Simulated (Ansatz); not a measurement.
**Basis or method: atomization of HCB**

HCB, triplet; coordinates (Å): B 0.000 0.000 1.259; C 0.000 0.000 -0.094; H 0.000 0.000 -1.165. Quantity: atomization.

Ansatz 0.2.0, basis 6-31G or cc-pVTZ; geometries are PBE0/def2-TZVP minima. Wave-function levels freeze the cores; HF, MP2 and coupled cluster are restricted for singlets and unrestricted otherwise, atoms included (their steps beyond CCSDT(Q) come from restricted open-shell runs), Kohn–Sham unrestricted where that lies lower. NEVPT2 stands on CASSCF in the full valence space. The reference is CCSDT(Q) or full CI (coupled cluster only where its series has nearly closed). Semilocal and hybrid functionals correlate all electrons outside any core potential and usually lie nearer their basis limit than the reference, so part of their error here is the reference's basis and frozen-core error; RPA and the MP2 part of double hybrids freeze the same cores as the reference. None of these values is a measured one. Energies are electronic, without zero-point terms. No spin–orbit coupling and no scalar relativity. The species are chosen: bound, without strong static correlation by their natural occupations or amplitudes, in their lowest spin state as far as vertical gaps and like structures tell, and with a ladder that closes on the reference, so errors are smaller than for species at large; levels whose determinant breaks symmetry or spin markedly are left out.

```
    level  6-31G (kcal/mol)  cc-pVTZ (kcal/mol)
reference   181.3 (full CI)    201.5 (CCSDT(Q))
  CCSD(T)             180.6               200.9
   NEVPT2             182.1               198.7
      PBE             219.3               223.6
   r2SCAN             216.2               221.4
     PBE0             211.7               217.5
    B3LYP             206.7               212.5
   B2PLYP             198.7               210.0
```

From 6-31G to cc-pVTZ the reference moves by 20.2 kcal/mol and PBE by 4.3; the step from CCSD(T) to the reference is 0.7 in the first and 0.6 in the last.
